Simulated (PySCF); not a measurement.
**Gas-phase XPS of `[H]/N=C/[C@H](C)[O-]`, computed**

Compound: C3H6NO (charge -1).
Numbering: `[H]/[N:5]=[CH:4]/[C@H:2]([CH3:1])[O-:3]`

Computed, not measured: delta-SCF UKS SCAN, pcX-2 on the ionised atom, pcseg-1 elsewhere, spin-free X2C in PySCF. Binding energies are ΔSCF values: E(core-ionised, relaxed orbitals) − E(ground state) at a fixed geometry, referred to the vacuum level.

Question: List the computed XPS lines with their assignment.

Answer: 
| atom(s) | bonded to | level | binding energy (eV) | above the level's lowest (eV) | count |
| --- | --- | --- | --- | --- | --- |
| O3 | C | O 1s | 528.98 | 0.00 | 1 |
| N5 | C (double bond) and H | N 1s | 399.08 | 0.00 | 1 |
| C4 | N (double bond), C and H | C 1s | 286.16 | +0.75 | 1 |
| C2 | O, 2 C and H | C 1s | 286.10 | +0.69 | 1 |
| C1 | C and 3 H | C 1s | 285.41 | 0.00 | 1 |

The listed C 1s values span 0.75 eV, from C1 (bonded to C and 3 H) to C4 (bonded to N (double bond), C and H). The widest gap between neighbouring values is 0.69 eV, between 285.41 and 286.10 eV. Summing the Pauling electronegativity differences to the bonded atoms, each weighted by its formal bond order, gives -1.05 for the lowest site and +0.63 for the highest; no listed site has a larger sum than the highest.

Question: Give the binding energy of C 1s of C1 in hartree and in kJ/mol.

Answer: 285.41 eV = 10.4886 Eh = 27538 kJ/mol.

Question: Which photon energy gives electrons from C 1s of C1 a kinetic energy of 200 eV, and what is their de Broglie wavelength?

Answer: hν = 285.41 + 200 = 485.41 eV, recoil neglected; λ = 12.264 Å/√(E/eV) = 0.87 Å.

Spin contamination (⟨S²⟩ against 0.75 for a pure doublet) is marked for C 1s of C4 (0.87), which makes this value less certain. The species carries charge -1, so core ionisation leaves a neutral species. The basis sets have no added diffuse functions. One conformer (not necessarily the lowest) at the PBE0-D3(BJ)/def2-SVP geometry, without solvent, vibrations or thermal averaging.

The values belong to the conformer `[H]/[N:5]=[CH:4]/[C@H:2]([CH3:1])[O-:3]`: C1–C2–C4–N5 -122°.
